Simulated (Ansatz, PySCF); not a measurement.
Dissociation curve of OH, doublet.

Levels: UCCSD = CCSD on UHF/cc-pVTZ, frozen core in Ansatz (an electronic-structure program); UKS-B3LYP/6-31G* = PySCF with unrestricted B3LYP/6-31G*, spherical d; UHF/cc-pVTZ (PySCF).

Energies are in kcal/mol, each relative to the lowest point of its own curve near equilibrium.

```csv
R / Å,UCCSD,UKS-B3LYP/6-31G*,UHF
0.73,60.5,65.7,55.9
0.78,32.9,36.6,29.2
0.83,15.6,18.1,12.9
0.88,5.6,7.2,3.9
0.92,1.5,2.4,0.7
0.95,[?],0.5,0.0
0.97,0.0,0.0,0.2
1.00,0.5,0.0,1.4
1.03,1.9,[?],3.4
1.06,3.9,[?],6.1
1.14,11.6,[?],15.7
1.21,20.0,16.7,[?]
1.31,33.1,28.9,[?]
```

**Question.** Complete the blanks.

**Answer.** 
- 0.95, UCCSD: 0.2
- 1.03, UKS-B3LYP/6-31G*: 0.9
- 1.06, UKS-B3LYP/6-31G*: 2.5
- 1.14, UKS-B3LYP/6-31G*: 9.1
- 1.21, UHF: 25.7
- 1.31, UHF: 40.2

The scan ran from 0.73 to 3.95 Å; beyond the distances shown one of the unrestricted levels run for this scan, shown here or not, changes its spin distribution in one step. The unrestricted determinant behind UCCSD, UHF is spin-contaminated at 1.31 Å (<S²> up to 0.9, against 0.75 for a pure doublet).
